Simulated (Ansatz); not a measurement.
Process, species as SMILES: [CH2]F (CH2-F) → C atom + F atom + 2 H atom
B3LYP-D3(BJ)/def2-TZVP geometries, fixed; electronic energies without zero-point terms.

How fast the atomisation energy converges with the basis for several methods (Ansatz, a first-principles code): deviation from each method's own reference, in kcal/mol. References: CCSD(T) 313.07 kcal/mol, Hartree-Fock in cc-pVQZ plus the correlation part extrapolated as X^-3 from cc-pVTZ and cc-pVQZ; HF 229.57 kcal/mol, the value in def2-QZVPPD; MP2 319.21 kcal/mol, Hartree-Fock in cc-pVQZ plus the correlation part extrapolated as X^-3 from cc-pVTZ and cc-pVQZ; PBE 325.45 kcal/mol, the value in aug-pcseg-3; PBE0 316.94 kcal/mol, the value in aug-pcseg-3; wB97M-V 315.08 kcal/mol, the value in aug-pcseg-3. All functions are spherical. In correlated methods cores are frozen. Open shells are unrestricted. No added dispersion term, no relativity. Functionals ending in -V hold VV10 correlation. 

```json
[
 {"basis": "def2-SV(P)", "functions": "32", "CCSD(T)": "-28.78", "HF": "-2.71", "MP2": "-29.68", "PBE": "(withheld)", "PBE0": "-2.07", "wB97M-V": "0.64"},
 {"basis": "def2-SVP", "functions": "38", "CCSD(T)": "-15.11", "HF": "1.47", "MP2": "-17.03", "PBE": "(withheld)", "PBE0": "1.37", "wB97M-V": "4.08"},
 {"basis": "pcseg-1", "functions": "38", "CCSD(T)": "-21.23", "HF": "-4.32", "MP2": "-22.13", "PBE": "(withheld)", "PBE0": "-5.17", "wB97M-V": "-4.95"},
 {"basis": "6-311+G**", "functions": "56", "CCSD(T)": "-19.17", "HF": "-3.90", "MP2": "-20.35", "PBE": "(withheld)", "PBE0": "-3.92", "wB97M-V": "-4.07"},
 {"basis": "6-311++G(2d,2p)", "functions": "74", "CCSD(T)": "-14.96", "HF": "-1.88", "MP2": "-14.51", "PBE": "(withheld)", "PBE0": "-1.93", "wB97M-V": "-1.92"},
 {"basis": "def2-TZVPP", "functions": "90", "CCSD(T)": "-7.22", "HF": "-0.66", "MP2": "-7.53", "PBE": "(withheld)", "PBE0": "-0.67", "wB97M-V": "-0.39"},
 {"basis": "aug-cc-pVTZ", "functions": "138", "CCSD(T)": "-5.50", "HF": "-0.22", "MP2": "-5.78", "PBE": "(withheld)", "PBE0": "-0.59", "wB97M-V": "-0.68"},
 {"basis": "cc-pVQZ", "functions": "170", "CCSD(T)": "-2.95", "HF": "-0.24", "MP2": "-3.16", "PBE": "(withheld)", "PBE0": "-0.20", "wB97M-V": "-0.14"}
]
```

What belongs in the gaps?


- def2-SV(P), PBE: -1.07
- def2-SVP, PBE: 2.15
- pcseg-1, PBE: -4.97
- 6-311+G**, PBE: -3.66
- 6-311++G(2d,2p), PBE: -1.80
- def2-TZVPP, PBE: -0.31
- aug-cc-pVTZ, PBE: -0.53
- cc-pVQZ, PBE: 0.22

Mean absolute deviation over 6-311+G**, 6-311++G(2d,2p), def2-TZVPP, aug-cc-pVTZ: PBE 1.57, HF 1.66, wB97M-V 1.76, PBE0 1.78, CCSD(T) 11.71, MP2 12.04 kcal/mol.
